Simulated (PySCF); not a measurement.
# Which orbitals make which state

C4H3N.
InChI=1S/C4H3N/c1-2-4-3-5-4/h1H,3H2

Method: TDDFT PBE0/def2-SVPD, vertical, gas phase, core orbitals frozen in the response (PySCF). Geometry: GFN2-xTB; no solvent, vibrations or thermal averaging.

Orbital energies (eV): HOMO-3 -10.13, HOMO-2 -9.49, HOMO-1 -8.14, HOMO -7.71, LUMO -1.96, LUMO+1 0.00, LUMO+2 0.92.

Computed singlets:

```json
{"state": "S1", "E (eV)": "3.94", "f": "0.0002"}
{"state": "S2", "E (eV)": "5.32", "f": "0.076"}
{"state": "S3", "E (eV)": "5.62", "f": "0.0001"}
{"state": "S4", "E (eV)": "6.37", "f": "0.0003"}
{"state": "S5", "E (eV)": "6.72", "f": "0.099"}
{"state": "S6", "E (eV)": "7.24", "f": "0.341"}
```

Q: Which orbital pair leads each of S1, S2, S3, S4 and S5, and how does its energy difference Δε compare with the excitation energy?

A: 

```
state  leading configuration  weight  Δε (eV)  E (eV)  E − Δε (eV)       f     other configurations
   S1              HOMO→LUMO    0.99     5.75    3.94        -1.81  0.0002                        –
   S2            HOMO-1→LUMO    0.77     6.17    5.32        -0.85   0.076              H→L+1 (19%)
   S3            HOMO-2→LUMO    0.97     7.52    5.62        -1.90  0.0001                        –
   S4          HOMO-1→LUMO+1    0.95     8.14    6.37        -1.77  0.0003                        –
   S5            HOMO-3→LUMO    0.63     8.17    6.72        -1.45   0.099  H→L+1 (23%), H-1→L (8%)
```

E − Δε runs from -1.90 to -0.85 eV. Among themselves, these states come in the order of their orbital differences.

H and L stand for HOMO and LUMO. The other states: S6 7.24 eV, f 0.341, H→L+1 (46%), H-2→L+1 (23%), H-3→L (20%).

Q: Pair triplets and singlets of the same leading configuration (75% or more in both) and give the splittings.

A: 

| configuration | triplet | E(T) (eV) | singlet | E(S) (eV) | E(S) − E(T) (eV) |
| --- | --- | --- | --- | --- | --- |
| HOMO-1→LUMO | T1 | 3.34 | S2 | 5.32 | +1.98 |
| HOMO→LUMO | T2 | 3.38 | S1 | 3.94 | +0.55 |

The 2 triplets are Tamm–Dancoff values, the singlets full response.

Summed over the main configurations (up to three a state, each over 8%) of all 6 singlets, the electron leaves HOMO with weight 1.88, HOMO-1 with weight 1.80, HOMO-2 with weight 1.20 and HOMO-3 with weight 0.82.
